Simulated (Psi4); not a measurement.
**Si2H4 (SMILES [SiH][SiH3]): UPBE/def2-TZVP**

What is the vertical ionisation energy of Si2H4 at UPBE/def2-TZVP? The job is set up through an ASE script.

Program for the calculation: Psi4 1.11.

2 further runs of the same task are left out: 2 set aside as unsound or not needed.

### 1 The molecule

Si2H4 has 6 atoms, charge 0, and is taken as a triplet. As SMILES, `[SiH][SiH3]`. The coordinates come from a GFN2-xTB relaxation.

Bond lengths: Si1–Si2 2.254 Å, Si1–H3 1.473 Å, Si2–H4 1.467 Å, Si2–H5 1.474 Å, Si2–H6 1.474 Å. Angles: Si1–Si2–H4 105.5°, Si1–Si2–H5 115.5°, Si1–Si2–H6 115.4°, Si2–Si1–H3 128.8°, H4–Si2–H5 107.9°, H4–Si2–H6 107.9°, H5–Si2–H6 104.3°.

### 2 Energy and forces at UPBE/def2-TZVP

File h4si2_ase.py:

```python
import numpy as np
from ase.calculators.psi4 import Psi4
from ase import Atoms

a = Atoms(['Si', 'Si', 'H', 'H', 'H', 'H'], positions=[
    [0.322720, -1.575880, 0.287350],
    [-0.300130, 0.523270, -0.245660],
    [1.427930, -2.017820, 1.155760],
    [-1.456530, 0.376070, -1.136010],
    [0.714920, 1.325330, -0.951090],
    [-0.708920, 1.369020, 0.889660],
])
calc = Psi4(atoms=a, method='pbe', basis='def2-TZVP', memory='1600MB', num_threads=1, charge=0, multiplicity=3, label='h4si2', reference='uks')
calc.psi4.set_options({'puream': True, 'e_convergence': 1e-09, 'd_convergence': 1e-08, 'scf_type': 'pk', 'dft_radial_points': 99, 'dft_spherical_points': 590, 'maxiter': 200})
a.calc = calc

forces = a.get_forces()
print(f'energy: {a.get_potential_energy():.6f} eV')
print('forces / eV A^-1')
print(np.round(forces, 5))
```

Command:

```
$ python h4si2_ase.py
```

h4si2.dat:

```text
[...]
  Running in c1 symmetry.
[...]
  Nuclear repulsion =   76.540044270488778
[...]
  Multiplicity = 3
[...]
  Nalpha       = 17
  Nbeta        = 15
[...]
    Number of basis functions: 98
[...]
   @UKS iter   1:  -580.87070054894286   -2.36591e-01   5.25888e-03 DIIS/ADIIS
[...]
   @UKS iter  12:  -580.99391790628772   -2.61480e-12   6.15302e-09 DIIS
[...]
   @S^2 Observed:                2.004972397E+00
[...]
    Orbital Energies [Eh]
    ---------------------
    Alpha Occupied:
       1A    -65.421479     2A    -65.402503     3A     -5.068384
       4A     -5.052778     5A     -3.481308     6A     -3.480936
       7A     -3.474982     8A     -3.463355     9A     -3.461870
      10A     -3.461830    11A     -0.521640    12A     -0.445689
      13A     -0.328426    14A     -0.318553    15A     -0.303902
      16A     -0.214907    17A     -0.179117
    Alpha Virtual:
      18A     -0.036529    19A     -0.010322    20A      0.005787
      21A      0.018712    22A      0.039683    23A      0.100441
      24A      0.102581    25A      0.113231    26A      0.124516
[...]
  @UKS Final Energy:  -580.99391790628772
   => Energetics <=
    Nuclear Repulsion Energy =             76.5400442704887780
    One-Electron Energy =                -956.9498650461694069
    Two-Electron Energy =                 342.3753467059872264
    DFT Exchange-Correlation Energy =     -42.9594438365943532
    Empirical Dispersion Energy =           0.0000000000000000
    VV10 Nonlocal Energy =                  0.0000000000000000
    Total Energy =                       -580.9939179062877201
[...]
 Multipole Moments:
 ------------------------------------------------------------------------------------
     Multipole            Electronic (a.u.)      Nuclear  (a.u.)        Total (a.u.)
 ------------------------------------------------------------------------------------
 L = 1.  Multiply by 2.5417464519 to convert [e a0] to [Debye]
 Dipole X            :          0.0974401           -0.0592217            0.0382184
 Dipole Y            :         -2.7671710            2.7590956           -0.0080754
 Dipole Z            :          0.1387333           -0.1092692            0.0294641
 Magnitude           :                                                    0.0489284
[...]
  -Total Gradient:
     Atom            X                  Y                   Z
    ------   -----------------  -----------------  -----------------
       1        0.003971190004     0.012135203647     0.002808069950
       2        0.000028395310    -0.010013490885     0.000210233612
       3       -0.007409141529     0.000915256890    -0.005769989098
       4        0.008159359644     0.001953063633     0.006287613066
       5       -0.008161153903    -0.002311585218     0.005721736861
       6        0.003411795899    -0.002678335108    -0.009257331111
[...]
```

On the terminal:

```text
energy: -15809.649778 eV
forces / eV A^-1
[[-0.20421 -0.62402 -0.1444 ]
 [-0.00146  0.51491 -0.01081]
 [ 0.38099 -0.04706  0.2967 ]
 [-0.41957 -0.10043 -0.32332]
 [ 0.41966  0.11887 -0.29422]
 [-0.17544  0.13773  0.47603]]
```

Run time: 30 s. Hardware: 1 thread of Intel Xeon Platinum 8375C at 2.90GHz (Ice Lake), shared host; peak memory 0.82 GiB.

### 3 The doublet cation: a single-point energy at UPBE/def2-TZVP

File h4si2.xyz:

```xyz
6
H4Si2
Si     0.322720    -1.575880     0.287350
Si    -0.300130     0.523270    -0.245660
H      1.427930    -2.017820     1.155760
H     -1.456530     0.376070    -1.136010
H      0.714920     1.325330    -0.951090
H     -0.708920     1.369020     0.889660
```

File run.py:

```python
import numpy as np
from ase.calculators.psi4 import Psi4
from ase.io import read

mol = read('h4si2.xyz')
calc = Psi4(atoms=mol, method='pbe', basis='def2-TZVP', memory='1600MB', num_threads=1, charge=1, multiplicity=2, label='psi4-calc', reference='uks')
calc.psi4.set_options({'puream': True, 'e_convergence': 1e-09, 'd_convergence': 1e-08, 'scf_type': 'pk', 'dft_radial_points': 99, 'dft_spherical_points': 590, 'maxiter': 200})
mol.calc = calc

print(f'energy: {mol.get_potential_energy():.6f} eV')
```

Command:

```
$ python run.py
```

psi4-calc.dat:

```text
[...]
  Running in c1 symmetry.
[...]
  Nuclear repulsion =   76.540044270488778
[...]
  Multiplicity = 2
[...]
  Nalpha       = 16
  Nbeta        = 15
[...]
    Number of basis functions: 98
[...]
   @UKS iter   1:  -580.61117199363810    2.29376e-02   4.63324e-03 ADIIS/DIIS
[...]
   @UKS iter  13:  -580.70164732118189   -4.88853e-12   7.50877e-09 DIIS
[...]
   @S^2 Observed:                7.529627361E-01
[...]
    Orbital Energies [Eh]
    ---------------------
    Alpha Occupied:
       1A    -65.718839     2A    -65.609968     3A     -5.360515
       4A     -5.262069     5A     -3.778113     6A     -3.771304
       7A     -3.764327     8A     -3.674059     9A     -3.670560
      10A     -3.669939    11A     -0.750882    12A     -0.670140
      13A     -0.546593    14A     -0.519602    15A     -0.512254
      16A     -0.448801
    Alpha Virtual:
      17A     -0.401845    18A     -0.250242    19A     -0.212896
      20A     -0.194374    21A     -0.168044    22A     -0.151682
      23A     -0.103894    24A     -0.081753    25A     -0.068574
[...]
  @UKS Final Energy:  -580.70164732118189
   => Energetics <=
    Nuclear Repulsion Energy =             76.5400442704887780
    One-Electron Energy =                -949.2745048617473458
    Two-Electron Energy =                 334.7207876960205795
    DFT Exchange-Correlation Energy =     -42.6879744259439420
    Empirical Dispersion Energy =           0.0000000000000000
    VV10 Nonlocal Energy =                  0.0000000000000000
    Total Energy =                       -580.7016473211818948
[...]
 Multipole Moments:
 ------------------------------------------------------------------------------------
     Multipole            Electronic (a.u.)      Nuclear  (a.u.)        Total (a.u.)
 ------------------------------------------------------------------------------------
 L = 1.  Multiply by 2.5417464519 to convert [e a0] to [Debye]
 Dipole X            :          0.4178040           -0.0592217            0.3585822
 Dipole Y            :         -3.4961443            2.7590956           -0.7370486
 Dipole Z            :          0.4043868           -0.1092692            0.2951176
 Magnitude           :                                                    0.8711581
[...]
```

On the terminal:

```text
energy: -15801.696690 eV
```

It took 29 s on 1 thread of Intel Xeon Platinum 8375C at 2.90GHz (Ice Lake), shared host; peak memory 0.82 GiB.

### 4 Results

Level: UPBE/def2-TZVP.

| quantity | value |
| --- | --- |
| triplet Si2H4: total energy | -580.99392 Eh |
| triplet Si2H4: dipole moment | 0.12 D |
| triplet Si2H4: HOMO energy (highest over α and β) | -4.87 eV |
| triplet Si2H4: LUMO energy (lowest over α and β) | -3.97 eV |
| triplet Si2H4: ⟨S²⟩ | 2.005 |
| triplet Si2H4: largest force on an atom | 0.672 eV/Å |
| doublet cation: total energy | -580.70165 Eh |
| doublet cation: HOMO energy (highest over α and β) | -12.21 eV |
| doublet cation: LUMO energy (lowest over α and β) | -10.93 eV |
| doublet cation: ⟨S²⟩ | 0.753 |
| vertical ionisation energy (to the doublet cation) | 7.953 eV |

Removing an electron at fixed nuclei costs 7.95 eV (767 kJ/mol). The largest force (triplet Si2H4) is 0.67 eV/Å: the shape isn't a stationary point for this species at this level.
